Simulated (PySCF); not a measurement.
# Continuum solvent and chemical shifts

Geometry:
```
atom   x (Å)   y (Å)   z (Å)
  C1  -1.377  -0.326   0.040
  O2  -0.296   0.024  -0.829
  C3   0.753   0.663  -0.266
  C4   1.706  -0.382   0.240
  O5   2.325  -1.273   0.502
  H6  -1.757   0.568   0.560
  H7  -2.158  -0.741  -0.607
  H8  -1.070  -1.093   0.771
  H9   0.540   1.342   0.588
 H10   1.342   1.223  -1.021
```

Total charge +1.

GIAO PBE0/pcSseg-1 in PySCF 2.14 on one PBE0-D3(BJ)/def2-SVP conformer, non-relativistic, equivalent nuclei averaged. Solvents enter as an IEF-PCM continuum (benzene with ε = 2.3, dichloromethane with ε = 8.9) around the gas-phase geometry. Shifts are referred to TMS computed in the same medium.

Gas phase, δ in ppm: C4 161.4, C3 68.1, C1 67.7, H9/H10 5.81, H6/H7/H8 4.17. Dipole moment 2.78 D.

Question: How does each δ change in the continuum?

Answer: 
```tsv
atoms	environment	Δδ, benzene	Δδ, dichloromethane
C4	acylium carbon	+1.0	+1.9
C3	sp3 CH2 bonded to O	+0.6	+1.1
C1	methyl carbon bonded to O	-0.4	-0.7
H9/H10	hydrogen on an sp3 CH2 bonded to O	+0.12	+0.23
H6/H7/H8	hydrogen on a methyl carbon bonded to O	-0.08	-0.15
```

Changes are relative to the gas phase. The dipole moment becomes 3.10 D in benzene, 3.40 D in dichloromethane.

Question: Which nuclei move most (in ppm), and what does the model miss?

Answer: C4 (acylium carbon, +1.9 ppm) in dichloromethane. A continuum only polarises the solute; specific hydrogen bonds, the anisotropy of aromatic solvents and changes of geometry or conformer are outside it, as are counter-ions.
